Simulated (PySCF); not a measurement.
Species: C4H4OS.
Bonds: O1–C2, C2–C3 (aromatic), C3–C4 (aromatic), C4–S5 (aromatic), S5–C6 (aromatic), C2–C6 (aromatic). Hydrogens: H7 on O1; H8 on C3; H9 on C4; H10 on C6.

Definitions: NICS(0) = −σiso at the ring centroid; NICS(1) = −σiso and NICS(1)zz = −σzz at ±1 Å along the ring normal z. Level: GIAO HF/pcSseg-2 (PySCF, non-relativistic, gas phase) on the PBE0-D3(BJ)/def2-SVP geometry, one conformer.

Ring bond lengths (Å): C2–C3 1.428, C3–C4 1.367, C4–S5 1.715, S5–C6 1.722, C6–C2 1.375.

Task: Give the NICS values of each ring in ppm.

Result: 
```
          ring                                               type  NICS(0)  NICS(1), two faces  NICS(1)zz, two faces  rms pucker (Å)  centre to ring atoms, mean (Å)
C2–C3–C4–S5–C6  5-membered ring with S; formal bonds all aromatic    -14.6         -9.2 / -9.2         -25.7 / -25.8            0.00                            1.29
```

Task: What do they say, and how far can they be read as aromaticity?

Result: 
- C2–C3–C4–S5–C6: mean NICS(1)zz -25.7 ppm, shielded, aromatic by this magnetic criterion (flat ring, no four-coordinate atom). NICS(0) lies 5 ppm below the mean NICS(1).

Task: And the bond-length index? HOMA = 1 − mean of α(R − Ropt)² over the ring bonds, with Krygowski's 1993 parameters (CC: Ropt 1.388 Å, α 257.7 Å⁻²; CS: Ropt 1.677 Å, α 94.09 Å⁻²).

Result: 
- C2–C3–C4–S5–C6: HOMA 0.82; the largest term is that of C2–C3, α(R − Ropt)² = 0.41. The geometric and the magnetic index point the same way.

Task: List the ring angles.

Result: 
- C2–C3–C4–S5–C6: C2 112.6°, C3 112.1°, C4 112.1°, S5 91.9°, C6 111.3°; sum 540.0° against 540° for a flat convex ring.

Task: What are the shieldings of the ring atoms and their hydrogens in the same run (means over atoms taken as equivalent)?

Result: 
| atoms | environment | σ isotropic (ppm) | principal values of the symmetric part, first atom (ppm) |
| --- | --- | --- | --- |
| C2 | aromatic carbon bearing oxygen | 26.9 | -66.4, 35.8, 111.2 |
| C3 | aromatic CH carbon | 64.3 | -28.6, 62.3, 159.1 |
| C4 | aromatic CH next to a ring sulfur | 45.6 | -67.3, 41.7, 162.4 |
| S5 | thiophene-type sulfur | 368.7 | 195.3, 453.4, 457.3 |
| C6 | aromatic CH next to a ring sulfur | 86.3 | 8.9, 95.9, 154.2 |
| H8 | aromatic hydrogen | 24.77 | 21.4, 24.9, 28.0 |
| H9 | aromatic hydrogen | 24.14 | 21.4, 24.3, 26.7 |
| H10 | aromatic hydrogen | 25.61 | 21.9, 26.8, 28.1 |

Task: How do the values depend on the level or the medium?

Result: 
```
             level  NICS(0), C2–C3–C4–S5–C6  mean NICS(1)zz, C2–C3–C4–S5–C6
  HF/pcSseg-2, gas                    -14.6                           -25.7
PBE0/pcSseg-1, gas                    -13.7                           -24.9
```

The geometry is the same throughout.

On one thread, x86-64 server (shared host), this took 15 s. This is the whole shielding run at HF/pcSseg-2, SCF included.

The values belong to the conformer `[OH:1][c:2]1[cH:3][cH:4][s:5][cH:6]1`: H–O1–C2–C3 180°.
